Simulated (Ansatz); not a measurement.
Ansatz (a program for electronic structure) input:

Ansatz 0.2 input:
```yaml
crystal:
  periodic: [false, false, false]
  atoms:
    - {symbol: C, position_ang: [0.00514113, -0.00331061, 1.49779011]}
    - {symbol: C, position_ang: [0.00056548, 0.02470296, 0.18925168]}
    - {symbol: H, position_ang: [0.01030878, -0.74888768, 2.27760864]}
    - {symbol: C, position_ang: [-0.00643171, 1.31181270, -0.59526904]}
    - {symbol: H, position_ang: [-0.00709440, 2.18033142, 0.06039938]}
    - {symbol: H, position_ang: [0.87060517, 1.36572641, -1.24685854]}
    - {symbol: H, position_ang: [-0.88825279, 1.35983653, -1.24083432]}
    - {symbol: C, position_ang: [0.00198932, -1.24513478, -0.63655897]}
    - {symbol: H, position_ang: [0.00711454, -2.13749620, -0.01263847]}
    - {symbol: H, position_ang: [-0.88090288, -1.27691550, -1.28146295]}
    - {symbol: H, position_ang: [0.88063626, -1.27101664, -1.28749636]}
basis:
  gaussian:
    orbitals: STO-3G
magnetization: {spin_polarized: true, initial_magnetization: 1}
correlation: {method: ccsd_t, electrons: outside_noble_gas}
```

**Question.** Predict the final energy.

**Answer.** -153.86357 Eh (CCSD(T)/STO-3G). The basis has 27 functions.

It need not be the lowest isomer of its formula.

The determinant is spin-contaminated: <S^2> is 1.11 against 0.75 for a pure state.
